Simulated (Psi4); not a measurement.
**A workflow on HNO3 (peroxynitrous acid)**

We compute a geometry optimisation (B3LYP-D3(BJ)/6-31G), then vibrational wavenumbers, then the energy (MP2/cc-pVTZ), then the excited states (TD-B3LYP/6-31G) of HNO3 (peroxynitrous acid). 

Program for the calculation: Psi4 1.11.

### 1 The structure to begin with

HNO3 has 5 atoms, charge 0, and is taken as a singlet. As SMILES, `O=NOO`. All atoms were displaced at random from a relaxed shape. The run starts from this shape.

Bond lengths: O1–N2 1.146 Å, N2–O3 1.389 Å, O3–O4 1.341 Å, O4–H5 1.089 Å. Angles: O1–N2–O3 112.5°, N2–O3–O4 114.4°, O3–O4–H5 104.4°.

### 2 A geometry optimisation at B3LYP-D3(BJ)/6-31G (density fitting) (run 1)

Input file job.in:

```
memory 1600 MB

molecule molecule1 {
  0 1
  O      0.142277    -0.847816     0.893416
  N     -0.863566    -0.682934     0.369072
  O     -0.815240     0.350052    -0.558628
  O      0.418925     0.807828    -0.813270
  H      1.027622     0.409590    -0.003420
  units angstrom
}

set {
  basis        6-31G
  geom_maxiter 60
}

result, w = optimize("b3lyp-d3bj", return_wfn=True)
```

The run is started by

```sh
$ psi4 -n 1 job.in job.out
```

job.out:

```text
[...]
  Running in c1 symmetry.
[...]
  Nuclear repulsion =  125.680775018915313
[...]
  Multiplicity = 1
[...]
  Nalpha       = 16
  Nbeta        = 16
[...]
    Number of basis functions: 38
[...]
   @DF-RKS iter   1:  -280.59593784642692   -7.35664e-02   1.28589e-02 DIIS/ADIIS
[...]
   @DF-RKS iter   8:  -280.72537746911530   -1.64846e-12   7.07741e-09 DIIS
[...]
    Orbital Energies [Eh]
    ---------------------
    Doubly Occupied:
       1A    -19.300414     2A    -19.288724     3A    -19.253753
       4A    -14.564260     5A     -1.288422     6A     -1.151785
       7A     -0.976378     8A     -0.714203     9A     -0.613159
      10A     -0.542112    11A     -0.531050    12A     -0.455058
      13A     -0.438777    14A     -0.432516    15A     -0.341169
      16A     -0.319407
[...]
  @DF-RKS Final Energy:  -280.72537746911530
   => Energetics <=
    Nuclear Repulsion Energy =            117.0923711158252161
    One-Electron Energy =                -616.1718983124316082
    Two-Electron Energy =                 244.8515928492131195
    DFT Exchange-Correlation Energy =     -26.4939385696703447
    Empirical Dispersion Energy =          -0.0035045520516822
    VV10 Nonlocal Energy =                  0.0000000000000000
    Total Energy =                       -280.7253774691153012
[...]
 Multipole Moments:
 ------------------------------------------------------------------------------------
     Multipole            Electronic (a.u.)      Nuclear  (a.u.)        Total (a.u.)
 ------------------------------------------------------------------------------------
 L = 1.  Multiply by 2.5417464519 to convert [e a0] to [Debye]
 Dipole X            :         -0.7922790            1.2201136            0.4278345
 Dipole Y            :         -0.7157307            0.4734720           -0.2422587
 Dipole Z            :          0.4794802           -0.0929117            0.3865684
 Magnitude           :                                                    0.6254333
[...]
  -Total Gradient:
     Atom            X                  Y                   Z
    ------   -----------------  -----------------  -----------------
       1       -0.000068268549     0.000039468350    -0.000066270459
       2        0.000053553569    -0.000169147639     0.000193645065
       3        0.000103350686     0.000150424830    -0.000121209977
       4       -0.000068298205     0.000007700796    -0.000033446393
       5        0.000000771800    -0.000030633918     0.000036461341
[...]
    Final optimized geometry and variables:
    Molecular point group: c1
    Full point group: C1
    Geometry (in Angstrom), charge = 0, multiplicity = 1:
    O            0.376992996239    -0.853438605151     0.996001838046
    N           -0.682025840093    -0.648537439859     0.446037147259
    O           -0.612896998906     0.396979336455    -0.603630186903
    O            0.751290880675     0.992711429627    -0.776830425502
    H            1.296742152836     0.500295408630    -0.095756612588
    Psi4 run time: 0:00:34.97
[...]
```

On the terminal:

```text
Optimizer: Optimization complete!
```

Run time: 36 s. Hardware: 1 thread of AMD EPYC 7R32 (Zen 2), shared host; peak memory 0.35 GiB.

Steps, from the record of the run:

| step | energy from the first frame kept (eV) | largest force (eV/Å) |
| --- | --- | --- |
| 0 | 0.0000 | 7.6085 |
| 1 | -0.7015 | 2.3187 |
| 2 | -0.3230 | 3.3392 |
| 3 | -0.6681 | 2.1542 |
| 4 | -0.4815 | 3.5875 |
| 5 | -0.7854 | 1.7319 |
| 6 | -0.7844 | 1.5630 |
| 7 | -0.8541 | 0.2781 |
| 8 | -0.8642 | 0.0825 |
| 9 | -0.8644 | 0.0239 |
| 10 | -0.8644 | 0.0174 |
| 11 | -0.8645 | 0.0135 |

After the run. Bond lengths: O1–N2 1.211 Å, N2–O3 1.483 Å, O3–O4 1.499 Å, O4–H5 1.002 Å. Angles: O1–N2–O3 113.6°, N2–O3–O4 113.9°, O3–O4–H5 102.8°.

### 3 The harmonic vibrations at B3LYP-D3(BJ)/6-31G (density fitting) (run 2)

Input file job.in:

```
memory 1600 MB

molecule m {
  O      0.136973    -0.919966     0.956498
  N     -0.922046    -0.715065     0.406533
  O     -0.852917     0.330452    -0.643134
  O      0.511271     0.926184    -0.816334
  H      1.056722     0.433768    -0.135261
}

set t 600.0
set rotational_symmetry_number 1

frequency("b3lyp-d3bj2b/6-31G")
```

The run is started by

```sh
$ psi4 -i job.in -o job.out -n 1
```

job.out (excerpt; [...] marks lines left out):

```text
[...]
  Running in c1 symmetry.
[...]
  Nuclear repulsion =  117.092370225655515
[...]
  Multiplicity = 1
[...]
  Nalpha       = 16
  Nbeta        = 16
[...]
    Number of basis functions: 38
[...]
   @DF-RKS iter   1:  -280.61264798041941   -5.42948e-01   1.38514e-02 ADIIS/DIIS
[...]
   @DF-RKS iter  12:  -280.72537521941490   -1.70530e-13   4.43184e-09 DIIS
[...]
  @DF-RKS Final Energy:  -280.72537521941490
   => Energetics <=
    Nuclear Repulsion Energy =            117.1001403259857483
    One-Electron Energy =                -616.1857920110078339
    Two-Electron Energy =                 244.8583283791114127
    DFT Exchange-Correlation Energy =     -26.4945474718883780
    Empirical Dispersion Energy =          -0.0035044416158655
    VV10 Nonlocal Energy =                  0.0000000000000000
    Total Energy =                       -280.7253752194149001
[...]
 Multipole Moments:
 ------------------------------------------------------------------------------------
     Multipole            Electronic (a.u.)      Nuclear  (a.u.)        Total (a.u.)
 ------------------------------------------------------------------------------------
[...]
  -Total Gradient:
     Atom            X                  Y                   Z
    ------   -----------------  -----------------  -----------------
       1       -0.000028316093     0.000053484590    -0.000044997685
       2        0.000025693688    -0.000170485169     0.000158396507
       3        0.000078239827     0.000177635521    -0.000139988894
       4        0.000656032745    -0.000725009012     0.000949461434
       5       -0.000710473624     0.000661956102    -0.000913728153
[...]
  ==> Harmonic Vibrational Analysis <==
[...]
  Freq [cm^-1]                 219.9881            316.5389            442.3642
[...]
  IR activ [km/mol]            130.2208             6.3742             41.5084
[...]
  Freq [cm^-1]                 491.9562            769.4213            865.1491
[...]
  IR activ [km/mol]            95.1008             34.1141              6.2687
[...]
  Freq [cm^-1]                1391.5103           1560.8229           3329.8759
[...]
  IR activ [km/mol]            64.9669             177.1740            15.5896
[...]
  Total E_0, Enthalpy at 0 [K]                                                         -280.70399088 [Eh]
[...]
  Total H, Enthalpy at  600.00 [K]                                                     -280.68998086 [Eh]
[...]
```

On the terminal:

```text
Warning: used thermodynamics relations inappropriate for low-frequency modes: ['219.9881' '316.5389' '442.3642' '491.9562']
```

It took 90 s on 1 thread of AMD EPYC 7R32 (Zen 2), shared host; peak memory 0.34 GiB.

### 4 A single-point energy at MP2/cc-pVTZ (density fitting, density fitting for correlation) (run 3)

Input file hno3.sdf:

```

     RDKit          3D

  5  4  0  0  0  0  0  0  0  0999 V2000
    0.1370   -0.9200    0.9565 O   0  0  0  0  0  0  0  0  0  0  0  0
   -0.9220   -0.7151    0.4065 N   0  0  0  0  0  0  0  0  0  0  0  0
   -0.8529    0.3305   -0.6431 O   0  0  0  0  0  0  0  0  0  0  0  0
    0.5113    0.9262   -0.8163 O   0  0  0  0  0  0  0  0  0  0  0  0
    1.0567    0.4338   -0.1353 H   0  0  0  0  0  0  0  0  0  0  0  0
  2  1  2  0
  3  2  1  0
  4  3  1  0
  5  4  1  0
M  END
$$$$
```

Input file hno3.py:

```python
import psi4
from rdkit import Chem

psi4.set_memory('1600 MB')
psi4.set_num_threads(1)
psi4.set_output_file('psi4.out', False)

rd = Chem.SDMolSupplier('hno3.sdf', removeHs=False, sanitize=False)[0]
xyz = rd.GetConformer().GetPositions()
atoms = '\n'.join(f'{a.GetSymbol()} {x:.4f} {y:.4f} {z:.4f}' for a, (x, y, z) in zip(rd.GetAtoms(), xyz))
m = psi4.geometry('0 1\n' + atoms + '')

psi4.set_options(dict(basis='cc-pVTZ', freeze_core='true'))

e_tot = psi4.energy('mp2', molecule=m)
print(f'total energy {e_tot:.8f} hartree = {e_tot * 27.211386:.5f} eV')
```

The run is started by

```sh
$ python hno3.py
```

psi4.out:

```text
[...]
  Running in c1 symmetry.
[...]
  Nuclear repulsion =  117.092463261377077
[...]
  Multiplicity = 1
[...]
  Nalpha       = 16
  Nbeta        = 16
[...]
    Number of basis functions: 134
[...]
   @DF-RHF iter   1:  -279.34872073090770   -1.27540e+00   4.00047e-03 DIIS/ADIIS
[...]
   @DF-RHF iter  15:  -279.47721610939266   -3.92220e-12   5.72515e-09 DIIS
[...]
    Orbital Energies [Eh]
    ---------------------
    Doubly Occupied:
       1A    -20.702970     2A    -20.702588     3A    -20.664755
       4A    -15.837935     5A     -1.607064     6A     -1.465660
       7A     -1.265799     8A     -0.964322     9A     -0.801192
      10A     -0.739530    11A     -0.705714    12A     -0.637626
      13A     -0.612019    14A     -0.596534    15A     -0.497427
      16A     -0.496505
[...]
  @DF-RHF Final Energy:  -279.47721610939266
   => Energetics <=
    Nuclear Repulsion Energy =            117.0924632613770768
    One-Electron Energy =                -616.5440775585075244
    Two-Electron Energy =                 219.9743981877378189
    Total Energy =                       -279.4772161093926570
[...]
 Multipole Moments:
 ------------------------------------------------------------------------------------
     Multipole            Electronic (a.u.)      Nuclear  (a.u.)        Total (a.u.)
 ------------------------------------------------------------------------------------
 L = 1.  Multiply by 2.5417464519 to convert [e a0] to [Debye]
 Dipole X            :         -0.9007010            1.2200661            0.3193650
 Dipole Y            :         -0.7828322            0.4735020           -0.3093302
 Dipole Z            :          0.5132815           -0.0929577            0.4203238
 Magnitude           :                                                    0.6118425
[...]
```

On the terminal:

```text
total energy -280.42288803 hartree = -7630.69545 eV
```

It took 4.2 s on 1 thread of AMD EPYC 7R32 (Zen 2), shared host; peak memory 0.29 GiB.

### 5 The excited states at TD-B3LYP/6-31G (density fitting, save jk yes) (run 4)

Input file run.py:

```python
import psi4

psi4.set_memory(1600000000)
psi4.set_num_threads(1)
psi4.core.set_output_file('run.log', False)

molecule = psi4.geometry("""
0 1
O
N 1 1.210771
O 2 1.483134 1 113.57833
O 3 1.498634 2 113.85651 1 0.00883
H 4 1.001924 3 102.80505 2 -0.05275
units angstrom
symmetry c1
""")

options = {'basis': '6-31G', 'save_jk': True}
psi4.set_options(options)

from psi4.driver.procrouting.response.scf_response import tdscf_excitations
E, wfn = psi4.energy('b3lyp', molecule=molecule, return_wfn=True)
states = tdscf_excitations(wfn, states=6, tda=False)
for k, s in enumerate(states, 1):
    print(f"root {k}: {s['EXCITATION ENERGY'] * 27.211386:.4f} eV  f = {s['OSCILLATOR STRENGTH (LEN)']:.4f}  {s['SYMMETRY']}")
print(f'total energy {E:.8f} hartree = {E * 27.211386:.5f} eV')
for k, v in sorted(psi4.core.scalar_variables().items()):
    print(f'{k:45s} {v:18.10f}')
```

The run is started by

```sh
$ python run.py
```

run.log (excerpt; [...] marks lines left out):

```text
[...]
  Running in c1 symmetry.
[...]
  Nuclear repulsion =  117.092366059793790
[...]
  Multiplicity = 1
[...]
  Nalpha       = 16
  Nbeta        = 16
[...]
    Number of basis functions: 38
[...]
   @DF-RKS iter   1:  -280.60914352640577   -5.42948e-01   1.38514e-02 ADIIS/DIIS
[...]
   @DF-RKS iter  10:  -280.72187291677511   -2.28999e-09   7.96398e-08 DIIS
[...]
  @DF-RKS Final Energy:  -280.72187291677511
   => Energetics <=
    Nuclear Repulsion Energy =            117.0923660597937896
    One-Electron Energy =                -616.1718927033687123
    Two-Electron Energy =                 244.8515927564063759
    DFT Exchange-Correlation Energy =     -26.4939390296065511
    Empirical Dispersion Energy =           0.0000000000000000
    VV10 Nonlocal Energy =                  0.0000000000000000
    Total Energy =                       -280.7218729167751121
[...]
 Multipole Moments:
 ------------------------------------------------------------------------------------
     Multipole            Electronic (a.u.)      Nuclear  (a.u.)        Total (a.u.)
 ------------------------------------------------------------------------------------
 L = 1.  Multiply by 2.5417464519 to convert [e a0] to [Debye]
 Dipole X            :         -0.0000060           -0.0005996           -0.0006056
 Dipole Y            :          1.1155804           -0.9103424            0.2052380
 Dipole Z            :          0.3540589           -0.9448609           -0.5908020
 Magnitude           :                                                    0.6254358
[...]
**********                               WARNING                                **********
**********       The names of excited state variables changed between 1.5       **********
[...]
**********                               WARNING                                **********
**********  Length-gauge rotatory strengths are **NOT** gauge-origin invariant  **********
[...]
                                    Excitation Energy         Total Energy        Oscillator Strength             Rotatory Strength
[...]
Excited State    1 (1 A):   0.13032 au   349.63 nm f = 0.0018
[...]
Excited State    3 (1 A):   0.16842 au   270.54 nm f = 0.0003
[...]
Excited State    4 (1 A):   0.22294 au   204.37 nm f = 0.0334
[...]
Excited State    5 (1 A):   0.23799 au   191.45 nm f = 0.0014
[...]
Excited State    6 (1 A):   0.25319 au   179.96 nm f = 0.0182
[...]
```

On the terminal:

```text
root 1: 3.5461 eV  f = 0.0018  A
root 2: 4.1125 eV  f = 0.0206  A
root 3: 4.5828 eV  f = 0.0003  A
root 4: 6.0666 eV  f = 0.0334  A
root 5: 6.4761 eV  f = 0.0014  A
root 6: 6.8897 eV  f = 0.0182  A
total energy -280.72187292 hartree = -7638.83124 eV
CURRENT ENERGY                                   -280.7218729168
CURRENT REFERENCE ENERGY                         -280.7218729168
DD SOLVATION ENERGY                                 0.0000000000
DFT FUNCTIONAL TOTAL ENERGY                      -280.7218729168
DFT TOTAL ENERGY                                 -280.7218729168
DFT VV10 ENERGY                                     0.0000000000
DFT XC ENERGY                                     -26.4939390296
GRID ELECTRONS ALPHA                               16.0000002564
GRID ELECTRONS BETA                                16.0000002564
GRID ELECTRONS TOTAL                               32.0000005128
NUCLEAR REPULSION ENERGY                          117.0923660598
ONE-ELECTRON ENERGY                              -616.1718927034
PCM POLARIZATION ENERGY                             0.0000000000
PE ENERGY                                           0.0000000000
SCF ITERATION ENERGY                             -280.7218729168
SCF ITERATIONS                                     10.0000000000
SCF TOTAL ENERGY                                 -280.7218729168
TWO-ELECTRON ENERGY                               244.8515927564
XC GRID RADIAL POINTS                              75.0000000000
XC GRID SPHERICAL POINTS                          302.0000000000
XC GRID TOTAL POINTS                           107286.0000000000
```

Run time: 12 s. Hardware: 1 thread of AMD EPYC 7R32 (Zen 2), shared host; peak memory 0.31 GiB.

The roots found:

```
excited state  energy (eV)  strength  label
            1        3.546    0.0018    A 1
            2        4.113    0.0206    A 1
            3        4.583    0.0003    A 1
            4        6.067    0.0335    A 1
            5        6.476    0.0014    A 1
            6        6.890    0.0181    A 1
```

### 6 Summary of results

| quantity | value |
| --- | --- |
| run 1, B3LYP-D3(BJ)/6-31G: total energy at the end | -280.72538 Eh |
| run 1, B3LYP-D3(BJ)/6-31G: dipole moment | 1.59 D |
| run 1, B3LYP-D3(BJ)/6-31G: HOMO energy | -8.69 eV |
| run 1, B3LYP-D3(BJ)/6-31G: LUMO energy | -3.91 eV |
| run 1, B3LYP-D3(BJ)/6-31G: HOMO–LUMO gap | 4.78 eV |
| run 1, B3LYP-D3(BJ)/6-31G: dispersion energy | -9.20 kJ/mol |
| run 2, B3LYP-D3(BJ)/6-31G: lowest harmonic wavenumber | 220 cm⁻¹ |
| run 2, B3LYP-D3(BJ)/6-31G: highest harmonic wavenumber | 3330 cm⁻¹ |
| run 2, B3LYP-D3(BJ)/6-31G: zero-point energy | 56.2 kJ/mol |
| run 2, B3LYP-D3(BJ)/6-31G: ideal-gas entropy at 600 K (symmetry number 1 as used) | 79.5 cal/(mol K) |
| run 3, MP2/cc-pVTZ: total energy | -280.42289 Eh |
| run 3, MP2/cc-pVTZ: HOMO energy (Hartree–Fock orbitals) | -13.51 eV |
| run 3, MP2/cc-pVTZ: LUMO energy (Hartree–Fock orbitals) | 1.37 eV |
| run 3, MP2/cc-pVTZ: HOMO–LUMO gap (Hartree–Fock orbitals) | 14.88 eV |
| run 3, MP2/cc-pVTZ: correlation energy (4 core orbitals frozen) | -945.7 mEh |
| run 4, TD-B3LYP/6-31G: ground-state or mean-field energy | -280.72187 Eh |
| run 4, TD-B3LYP/6-31G: dipole moment (B3LYP Kohn–Sham density) | 1.59 D |
| run 4, TD-B3LYP/6-31G: HOMO energy (B3LYP Kohn–Sham orbitals) | -8.69 eV |
| run 4, TD-B3LYP/6-31G: LUMO energy (B3LYP Kohn–Sham orbitals) | -3.91 eV |
| run 4, TD-B3LYP/6-31G: HOMO–LUMO gap (B3LYP Kohn–Sham orbitals) | 4.78 eV |
| run 4, TD-B3LYP/6-31G: lowest excitation energy | 3.55 eV |

**Reading.** The optimisation (run 1, B3LYP-D3(BJ)/6-31G) took 12 steps and changed the energy by -0.864 eV. All 9 modes (run 2, B3LYP-D3(BJ)/6-31G) are real, so the shape is a minimum at this level. The brightest of the 6 transitions from the ground state lies at 6.07 eV (204 nm, f = 0.033); the lowest, at 3.55 eV, has f = 0.002.
